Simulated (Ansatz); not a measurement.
in.yaml

```yaml
crystal:
  periodic: [false, false, false]
  atoms:
    - {symbol: Hf, position_ang: [0.000000, 0.000000, 0.000000]}
    - {symbol: Si, position_ang: [0.000000, 0.000000, 2.513200]}
basis:
  gaussian: {orbitals: def2-SVP}
total_charge: 1
magnetization: {spin_polarized: true, initial_magnetization: 1}
correlation: {method: ccsdt_q, electrons: outside_noble_gas}
```

```sh
$ ansatz run in.yaml --threads 1 --pin off --events-out ev --progress --plain --max-ram 2393MiB
```

Log:

```
825 factors; integrals over basis functions are off by at most 1.1e-7 eV
mean field evaluation 1: about -9133.9352 eV, gradient 2.3e1 eV
mean field evaluation 2: about -9133.9380 eV, gradient 2.3e1 eV
mean field evaluation 4: about -9139.5506 eV, gradient 2.7e0 eV
mean field evaluation 8: about -9139.8455 eV, gradient 8.3e-1 eV
mean field evaluation 16: about -9140.8409 eV, gradient 2.0e-1 eV
mean field evaluation 32: about -9140.8692 eV, gradient 5.0e-1 eV
mean field evaluation 64: about -9123.7451 eV, gradient 4.4e2 eV
mean field evaluation 96: about -9140.9707 eV, gradient 1.7e-3 eV
mean field evaluation 128: about -9140.4888 eV, gradient 3.6e-1 eV
mean field evaluation 160: about -9140.8316 eV, gradient 5.8e-2 eV
...
cycle  55  -4.21580297 eV  change   -1.1e-6 eV  update   9.9e-7
cycle  56  -4.21580359 eV  change   -6.3e-7 eV  update   7.2e-7
cycle  57  -4.21580358 eV  change    2.0e-8 eV  update   4.9e-7
cycle  58  -4.21580369 eV  change   -1.2e-7 eV  update   3.6e-7
cycle  59  -4.21580370 eV  change   -7.7e-9 eV  update   3.1e-7
cycle  60  -4.21580377 eV  change   -6.9e-8 eV  update   2.7e-7
cycle  61  -4.21580385 eV  change   -7.8e-8 eV  update   2.0e-7
cycle  62  -4.21580391 eV  change   -6.1e-8 eV  update   1.8e-7
cycle  63  -4.21580399 eV  change   -8.4e-8 eV  update   1.6e-7
cycle  64  -4.21580394 eV  change    5.6e-8 eV  update   1.2e-7
perturbative correction -0.09032589 eV, -0.0033194151 hartree
WARN: the results are in doubt because among natural orbitals the method converges to other amplitudes
Total energy: -9144.93466114 eV, -336.0701501375 hartree
In doubt: among natural orbitals the method converges to other amplitudes
```

Ran on 1 thread of Arm Neoverse V2, shared host: 82 s wall, 0.26 GiB peak host memory.
